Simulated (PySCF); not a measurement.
formaldoxime, CH₃NO, SMILES C=NO, point group Cs.

Level: B3LYP/pcSseg-1 in PySCF (density fitting, grid level 2); geometry and Hessian at that level, cubic constants and property derivatives from steps of ±0.6 along each species' dimensionless normal coordinates, second-order vibrational perturbation theory. The parent has the commonest isotopes.

Equilibrium geometry in the parent's principal axes a, b, c (Å):

```tsv
atom	a	b	c
C1	-1.15	-0.23	0.00
N2	-0.12	0.51	0.00
O3	1.06	-0.24	0.00
H4	-2.11	0.27	0.00
H5	-1.09	-1.32	0.00
H6	1.75	0.45	0.00
```

Ground-state constants (MHz). Parent: 68716.8, 11728.7, 10006.8. A species with one ²H: 55862.7, 11415.0, 9466.0.

**Question.** Which position carries the label?

**Answer.** Moments I = 505379/B are 7.3545, 43.0892, 50.5038 and 9.0468, 44.2734, 53.3886 u Å². With M = 45.0215 u and Δm = 1.0063 u, μ = MΔm/(M + Δm) = 0.9843 u. Kraitchman's equations give |a|, |b|, |c| = 1.072, 1.335, 0.073i Å. That is H5, whose equilibrium values are 1.086, 1.325, 0.000 Å. An imaginary value marks an atom near a principal plane, where vibrational terms outweigh the coordinate.

Internal rotors are held in one well.
